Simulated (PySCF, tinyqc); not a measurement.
MP2 on RHF in the sto-3g basis, for CH+, spin multiplicity 1, step by step. The lowest restricted solution is unstable here: a spin-polarised one lies 0.0146 hartree lower (PySCF). Computed by tinyqc, a small Python program that keeps every step (integrals from PySCF). Settings: charge = 1, multiplicity = 1, basis = sto-3g, method = RHF, energy threshold = 1e-10, iteration cap = 53, orthogonalisation = symmetric, start = atomic densities, DIIS depth = 6. Command: `OMP_NUM_THREADS=1 python tinyqc.py 30186 30187 out.jsonl` (the two numbers bound the seeds that draw the settings). One thread of a shared host (Intel(R) Xeon(R) Processor @ 2.60GHz), about 0.1 s of CPU time with the checks. The early iterations of the SCF are left out here.

## One-electron integrals

Geometry (angstrom):
```
atom        x        y        z
C     0.00000  0.00000  0.00000
H     0.00000  0.00000  0.98800
```

Basis sto-3g: exponents (1/bohr^2) and contraction coefficients of normalised primitives:
```
element  l (shell)  exponent  coefficient
C            s (1)  71.61684      0.15433
C            s (1)  13.04510      0.53533
C            s (1)   3.53051      0.44463
C            s (2)   2.94125     -0.09997
C            s (2)   0.68348      0.39951
C            s (2)   0.22229      0.70012
C            p (3)   2.94125      0.15592
C            p (3)   0.68348      0.60768
C            p (3)   0.22229      0.39196
H            s (1)   3.42525      0.15433
H            s (1)   0.62391      0.53533
H            s (1)   0.16886      0.44463
```

Overlap, kinetic and nuclear-attraction integrals over the contracted functions; the nuclear repulsion is the sum of Za Zb / Rab.

nuclear repulsion = 3.2136268 hartree

overlap S:
```
          1C 1s    1C 2s   1C 2px   1C 2py   1C 2pz    2H 1s
1C 1s   1.00000  0.24836  0.00000  0.00000  0.00000  0.07899
1C 2s   0.24836  1.00000  0.00000  0.00000  0.00000  0.55080
1C 2px  0.00000  0.00000  1.00000  0.00000  0.00000  0.00000
1C 2py  0.00000  0.00000  0.00000  1.00000  0.00000  0.00000
1C 2pz  0.00000  0.00000  0.00000  0.00000  1.00000  0.49947
2H 1s   0.07899  0.55080  0.00000  0.00000  0.49947  1.00000
```

kinetic energy T (hartree):
```
           1C 1s     1C 2s   1C 2px   1C 2py   1C 2pz     2H 1s
1C 1s   15.89112  -0.08589  0.00000  0.00000  0.00000  -0.00449
1C 2s   -0.08589   0.47225  0.00000  0.00000  0.00000   0.14331
1C 2px   0.00000   0.00000  1.47773  0.00000  0.00000   0.00000
1C 2py   0.00000   0.00000  0.00000  1.47773  0.00000   0.00000
1C 2pz   0.00000   0.00000  0.00000  0.00000  1.47773   0.32715
2H 1s   -0.00449   0.14331  0.00000  0.00000  0.32715   0.76003
```

nuclear attraction V (hartree):
```
            1C 1s     1C 2s    1C 2px    1C 2py    1C 2pz     2H 1s
1C 1s   -34.18835  -4.32525   0.00000   0.00000  -0.02061  -1.41309
1C 2s    -4.32525  -5.70177   0.00000   0.00000  -0.19774  -2.80705
1C 2px    0.00000   0.00000  -5.60994   0.00000   0.00000   0.00000
1C 2py    0.00000   0.00000   0.00000  -5.60994   0.00000   0.00000
1C 2pz   -0.02061  -0.19774   0.00000   0.00000  -5.76111  -2.42788
2H 1s    -1.41309  -2.80705   0.00000   0.00000  -2.42788  -4.33671
```

core Hamiltonian H = T + V (hartree):
```
            1C 1s     1C 2s    1C 2px    1C 2py    1C 2pz     2H 1s
1C 1s   -18.29722  -4.41114   0.00000   0.00000  -0.02061  -1.41758
1C 2s    -4.41114  -5.22952   0.00000   0.00000  -0.19774  -2.66374
1C 2px    0.00000   0.00000  -4.13221   0.00000   0.00000   0.00000
1C 2py    0.00000   0.00000   0.00000  -4.13221   0.00000   0.00000
1C 2pz   -0.02061  -0.19774   0.00000   0.00000  -4.28339  -2.10073
2H 1s    -1.41758  -2.66374   0.00000   0.00000  -2.10073  -3.57668
```

## Two-electron integrals

Functions are numbered as in S; the eight-fold symmetry (ij|kl) = (ji|kl) = (kl|ij) leaves the list below.

Two-electron integrals (ij|kl) in chemists' order, unique and non-zero (hartree):
```
(11|11) 3.54195   (21|11) 0.57692   (21|21) 0.11189   (22|11) 0.85468
(22|21) 0.20528   (22|22) 0.62471   (31|31) 0.02030   (32|31) 0.03086
(32|32) 0.13800   (33|11) 0.85244   (33|21) 0.20534   (33|22) 0.62457
(33|33) 0.67283   (41|41) 0.02030   (42|41) 0.03086   (42|42) 0.13800
(43|43) 0.03627   (44|11) 0.85244   (44|21) 0.20534   (44|22) 0.62457
(44|33) 0.60030   (44|44) 0.67283   (51|51) 0.02030   (52|51) 0.03086
(52|52) 0.13800   (53|53) 0.03627   (54|54) 0.03627   (55|11) 0.85244
(55|21) 0.20534   (55|22) 0.62457   (55|33) 0.60030   (55|44) 0.60030
(55|55) 0.67283   (61|11) 0.18585   (61|21) 0.03576   (61|22) 0.06525
(61|33) 0.06503   (61|44) 0.06503   (61|51) 0.00220   (61|52) 0.00404
(61|55) 0.06571   (61|61) 0.01169   (62|11) 0.38835   (62|21) 0.09424
(62|22) 0.30905   (62|33) 0.30224   (62|44) 0.30224   (62|51) 0.00891
(62|52) 0.05775   (62|55) 0.32241   (62|61) 0.03126   (62|62) 0.19032
(63|31) 0.01027   (63|32) 0.05191   (63|53) 0.01175   (63|63) 0.02540
(64|41) 0.01027   (64|42) 0.05191   (64|54) 0.01175   (64|64) 0.02540
(65|11) 0.30916   (65|21) 0.07609   (65|22) 0.26465   (65|33) 0.25120
(65|44) 0.25120   (65|51) 0.01663   (65|52) 0.09844   (65|55) 0.29128
(65|61) 0.02661   (65|62) 0.19410   (65|65) 0.21985   (66|11) 0.51715
(66|21) 0.12765   (66|22) 0.46990   (66|33) 0.44502   (66|44) 0.44502
(66|51) 0.01668   (66|52) 0.13868   (66|55) 0.51918   (66|61) 0.04317
(66|62) 0.34918   (66|65) 0.39577   (66|66) 0.77461
```

## Orthogonalisation

S = U s U^T; symmetric (Loewdin) form X = U s^(-1/2) U^T, so that X^T S X = 1.

eigenvalues of S: 0.24848  0.81880  1.00000  1.00000  1.14312  1.78960

X:
```
           1C 1s     1C 2s   1C 2px   1C 2py    1C 2pz     2H 1s
1C 1s    1.02580  -0.14516  0.00000  0.00000  -0.01413   0.02772
1C 2s   -0.14516   1.23342  0.00000  0.00000   0.18625  -0.45949
1C 2px   0.00000   0.00000  1.00000  0.00000   0.00000   0.00000
1C 2py   0.00000   0.00000  0.00000  1.00000   0.00000   0.00000
1C 2pz  -0.01413   0.18625  0.00000  0.00000   1.16584  -0.41030
2H 1s    0.02772  -0.45949  0.00000  0.00000  -0.41030   1.36899
```

## Iteration 6 (converged): orbitals

converged F (hartree):
```
            1C 1s     1C 2s    1C 2px    1C 2py    1C 2pz     2H 1s
1C 1s   -11.72712  -3.11906   0.00000   0.00000  -0.02465  -1.00927
1C 2s    -3.11906  -1.95586   0.00000   0.00000  -0.13532  -1.09116
1C 2px    0.00000   0.00000  -0.30830   0.00000   0.00000   0.00000
1C 2py    0.00000   0.00000   0.00000  -0.30830   0.00000   0.00000
1C 2pz   -0.02465  -0.13532   0.00000   0.00000  -0.86204  -0.75877
2H 1s    -1.00927  -1.09116   0.00000   0.00000  -0.75877  -1.04543
```

Diagonalise F' = X^T F X, C = X C', fill 3 alpha and 3 beta electrons from the bottom; D = 2 C_occ C_occ^T. Each column has its largest component positive (the first on a tie).

F' = X^T F X (hartree):
```
           1         2         3         4         5         6
1  -11.50112  -1.53802   0.00000   0.00000  -0.03400  -0.18854
2   -1.53802  -1.18513   0.00000   0.00000   0.12936  -0.55301
3    0.00000   0.00000  -0.30830   0.00000   0.00000   0.00000
4    0.00000   0.00000   0.00000  -0.30830   0.00000   0.00000
5   -0.03400   0.12936   0.00000   0.00000  -0.57842  -0.57460
6   -0.18854  -0.55301   0.00000   0.00000  -0.57460  -0.34882
```

orbital energies (hartree): MO1 -11.73186, MO2 -1.31484, MO3 -0.88355, MO4 -0.30830, MO5 -0.30830, MO6 0.31676

coefficients C:
```
             MO1       MO2       MO3      MO4       MO5       MO6
1C 1s    0.99410  -0.21992  -0.15335  0.00000   0.00000   0.11907
1C 2s    0.02546   0.70992   0.68506  0.00000   0.00000  -0.90237
1C 2px   0.00000   0.00000   0.00000  0.67692   0.73605   0.00000
1C 2py   0.00000   0.00000   0.00000  0.73605  -0.67692   0.00000
1C 2pz   0.00641   0.27502  -0.68418  0.00000   0.00000  -1.00927
2H 1s   -0.00818   0.33202  -0.32649  0.00000   0.00000   1.42740
```

D after iteration 6:
```
           1C 1s     1C 2s   1C 2px   1C 2py    1C 2pz     2H 1s
1C 1s    2.12023  -0.47173  0.00000  0.00000   0.10161  -0.06216
1C 2s   -0.47173   1.94787  0.00000  0.00000  -0.54661   0.02367
1C 2px   0.00000   0.00000  0.00000  0.00000   0.00000   0.00000
1C 2py   0.00000   0.00000  0.00000  0.00000   0.00000   0.00000
1C 2pz   0.10161  -0.54661  0.00000  0.00000   1.08756   0.62927
2H 1s   -0.06216   0.02367  0.00000  0.00000   0.62927   0.43379
```

Within a degenerate level the vectors are fixed only up to a rotation; this is one choice.

## Convergence

Stop when the energy changes by less than 1e-10 hartree and every element of the error matrix X^T (F D S - S D F) X is below 3e-06.

Course of the cycle:
```
iteration  E (hartree)     change  largest element of the error matrix
1          -33.9019209          -                             7.80e-01
2          -37.4215621  -3.52e+00                             4.46e-02
3          -37.4220098  -4.48e-04                             4.83e-03
4          -37.4220308  -2.10e-05                             9.40e-04
5          -37.4220316  -8.10e-07                             1.08e-05
6          -37.4220316  -5.87e-11                             6.36e-08
```

PySCF RHF in the same basis = -37.4220316 hartree

Converged in 6 iterations.

## Integrals over molecular orbitals

(pq|rs) = sum C_ip C_jq C_kr C_ls (ij|kl), one index at a time.

one-electron integrals over orbitals h = C^T H C (hartree):
```
           1         2         3         4         5         6
1  -18.28506   0.33428   0.22507   0.00000   0.00000  -0.16883
2    0.33428  -4.36846  -0.11758   0.00000   0.00000   0.62733
3    0.22507  -0.11758  -4.05189   0.00000   0.00000  -0.34593
4    0.00000   0.00000   0.00000  -4.13221   0.00000   0.00000
5    0.00000   0.00000   0.00000   0.00000  -4.13221   0.00000
6   -0.16883   0.62733  -0.34593   0.00000   0.00000  -3.14260
```

Two-electron integrals over orbitals (pq|rs), unique and non-zero (hartree):
```
(11|11) 3.51196    (21|11) -0.29015   (21|21) 0.03997    (22|11) 0.75551
(22|21) -0.00313   (22|22) 0.64693    (31|11) -0.19995   (31|21) 0.02135
(31|22) -0.02166   (31|31) 0.02924    (32|11) 0.07278    (32|21) -0.00941
(32|22) -0.06468   (32|31) 0.00857    (32|32) 0.07350    (33|11) 0.79971
(33|21) -0.01621   (33|22) 0.50456    (33|31) 0.00878    (33|32) 0.05806
(33|33) 0.66253    (41|41) 0.02152    (42|41) 0.02320    (42|42) 0.09155
(43|41) 0.01611    (43|42) 0.04648    (43|43) 0.06150    (44|11) 0.85205
(44|21) -0.00911   (44|22) 0.56520    (44|31) -0.00581   (44|32) 0.03845
(44|33) 0.58199    (44|44) 0.67283    (51|51) 0.02152    (52|51) 0.02320
(52|52) 0.09155    (53|51) 0.01611    (53|52) 0.04648    (53|53) 0.06150
(54|54) 0.03627    (55|11) 0.85205    (55|21) -0.00911   (55|22) 0.56520
(55|31) -0.00581   (55|32) 0.03845    (55|33) 0.58199    (55|44) 0.60030
(55|55) 0.67283    (61|11) 0.15688    (61|21) -0.02657   (61|22) -0.01093
(61|31) -0.00140   (61|32) 0.01422    (61|33) 0.02163    (61|44) 0.00370
(61|55) 0.00370    (61|61) 0.02697    (62|11) -0.22435   (62|21) 0.00368
(62|22) -0.05253   (62|31) 0.01225    (62|32) -0.03425   (62|33) -0.04819
(62|44) -0.10773   (62|55) -0.10773   (62|61) 0.00510    (62|62) 0.11190
(63|11) 0.12753    (63|21) -0.00491   (63|22) -0.01833   (63|31) 0.00578
(63|32) 0.05627    (63|33) 0.09187    (63|44) 0.05591    (63|55) 0.05591
(63|61) 0.00859    (63|62) -0.05819   (63|63) 0.07968    (64|41) -0.01185
(64|42) -0.04333   (64|43) -0.00988   (64|64) 0.03066    (65|51) -0.01185
(65|52) -0.04333   (65|53) -0.00988   (65|65) 0.03066    (66|11) 0.71591
(66|21) -0.00343   (66|22) 0.62323    (66|31) -0.01832   (66|32) -0.08367
(66|33) 0.49981    (66|44) 0.51448    (66|55) 0.51448    (66|61) -0.00877
(66|62) 0.01731    (66|63) -0.05144   (66|66) 0.68431
```

## Second-order Moller-Plesset energy

Hartree-Fock energy = -37.4220316 hartree

E2 = sum_ijab (ia|jb) [2 (ia|jb) - (ib|ja)] / (e_i + e_j - e_a - e_b) over occupied i, j and virtual a, b; the opposite-spin part is (ia|jb)^2 / denominator, the rest is same-spin, and SCS-MP2 scales them by 6/5 and 1/3.

Terms:
```
i  j  a  b   (ia|jb)   (ib|ja)  denominator       term
2  2  4  4   0.09155   0.09155     -2.01308   -0.00416
2  2  5  5   0.09155   0.09155     -2.01308   -0.00416
2  2  6  6   0.11190   0.11190     -3.26319   -0.00384
3  3  4  4   0.06150   0.06150     -1.15050   -0.00329
3  3  5  5   0.06150   0.06150     -1.15050   -0.00329
3  3  6  6   0.07968   0.07968     -2.40062   -0.00264
2  3  4  4   0.04648   0.04648     -1.58179   -0.00137
3  2  4  4   0.04648   0.04648     -1.58179   -0.00137
2  3  5  5   0.04648   0.04648     -1.58179   -0.00137
3  2  5  5   0.04648   0.04648     -1.58179   -0.00137
2  3  6  6  -0.05819  -0.05819     -2.83190   -0.00120
3  2  6  6  -0.05819  -0.05819     -2.83190   -0.00120
1  2  4  4   0.02320   0.02320    -12.43010  -4.33e-05
2  1  4  4   0.02320   0.02320    -12.43010  -4.33e-05
1  2  5  5   0.02320   0.02320    -12.43010  -4.33e-05
2  1  5  5   0.02320   0.02320    -12.43010  -4.33e-05
1  1  6  6   0.02697   0.02697    -24.09724  -3.02e-05
1  3  4  4   0.01611   0.01611    -11.99882  -2.16e-05
3  1  4  4   0.01611   0.01611    -11.99882  -2.16e-05
1  3  5  5   0.01611   0.01611    -11.99882  -2.16e-05
3  1  5  5   0.01611   0.01611    -11.99882  -2.16e-05
1  1  4  4   0.02152   0.02152    -22.84713  -2.03e-05
1  1  5  5   0.02152   0.02152    -22.84713  -2.03e-05
1  3  6  6   0.00859   0.00859    -13.24893  -5.57e-06
3  1  6  6   0.00859   0.00859    -13.24893  -5.57e-06
1  2  6  6   0.00510   0.00510    -13.68021  -1.90e-06
2  1  6  6   0.00510   0.00510    -13.68021  -1.90e-06
```

Pair energies (hartree; pair i-j sums ij and ji):
```
pair  opposite spin  same spin
1-1        -0.00007    0.00000
2-1        -0.00018    0.00000
2-2        -0.01216    0.00000
3-1        -0.00010    0.00000
3-2        -0.00785    0.00000
3-3        -0.00922    0.00000
```

MP2 correlation energy = -0.0295827 hartree

SCS-MP2 correlation energy = -0.0354993 hartree

MP2 total energy = -37.4516143 hartree
